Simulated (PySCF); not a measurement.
methanol (CH₄O), SMILES CO. Atoms are numbered in the order given.

```xyz
6

C     -0.0200     0.6641     0.0000
O      0.1223    -0.7474     0.0000
H     -0.5456     1.0252     0.8926
H      0.9863     1.0847     0.0000
H     -0.5456     1.0252    -0.8926
H     -0.7537    -1.1408     0.0000
```

Geometry: ωB97X-D3(BJ)/def2-TZVP.

Computed with PBE/pcJ-1 run with PySCF.

Isotropic couplings with Fermi-contact, spin-dipole and both spin-orbit terms, one fixed conformer, no vibrational averaging. Isotopes: 13C, 1H.

Question: Estimate the spin–spin coupling constants. (The exact figures need the calculation; the answer reports its results.)

Answer: 
| pair | bonds apart | J (Hz) |
|---|---|---|
| C1–H3 | 1 | 129.1 |
| C1–H4 | 1 | 136.7 |
| C1–H5 | 1 | 129.1 |
| C1–H6 | 2 | -2.0 |
| H3–H4 | 2 | -10.7 |
| H3–H5 | 2 | -6.1 |
| H4–H5 | 2 | -10.7 |
| H3–H6 | 3 | 1.5 |
| H4–H6 | 3 | 15.9 |
| H5–H6 | 3 | 1.5 |
